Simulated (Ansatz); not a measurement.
Worked example: correlation energy of HP–Ga–S, doublet

Geometry: a PBE0/def2-TZVP stationary point for this spin, not checked as a minimum.

```xyz
4

P     0.0000   -0.3995    1.6302
Ga    0.0000   -0.3198   -0.6363
S     0.0000   -0.3085   -2.6554
H     0.0000    1.0278    1.6615
```

Basis cc-pVDZ; Ansatz 0.2.0. Only valence electrons are correlated (noble-gas cores and the filled d shells of p-block atoms frozen), which leaves 15 electrons in 44 orbitals. Prefix R: restricted or restricted open-shell reference; prefix U: unrestricted. No spin–orbit coupling is included, and no scalar relativity.

Full CI isn't at hand for all of this; UCCSDT(Q) serves as the reference, and is uncertain by about the last step of the cluster series.

Runs differ by some tens of microhartree through their thresholds and, for an open shell, their frozen cores, so steps under 0.03 kcal/mol mean nothing.

| level | total energy (hartree) |
| --- | --- |
| UHF | -2662.093031 |
| UMP2 | -2662.369725 |
| UCCSD | -2662.404825 |
| UCCSD(T) | -2662.418101 |
| UCCSDT | -2662.419859 |
| UCCSDT(Q) | -2662.421214 |

Question: What is the correlation energy at UCCSDT(Q), and what share of it do UMP2 and UCCSDT recover?

Answer: E(corr) = -2662.421214 − (-2662.093031) = -0.328183 hartree = -8.930 eV. UMP2: -0.276694 / -0.328183 = 84.31 %. UCCSDT: -0.326828 / -0.328183 = 99.59 %.

Question: By how many kcal/mol does UCCSD(T) miss UCCSDT(Q) (1 hartree = 627.509 kcal/mol), and which steps make up the rest?

Answer: -2662.418101 − (-2662.421214) = 0.003113 hartree = 1.95 kcal/mol. Steps: UCCSDT − UCCSD(T) = -1.10, UCCSDT(Q) − UCCSDT = -0.85 kcal/mol. Differences between like states or geometries often cancel part of this.
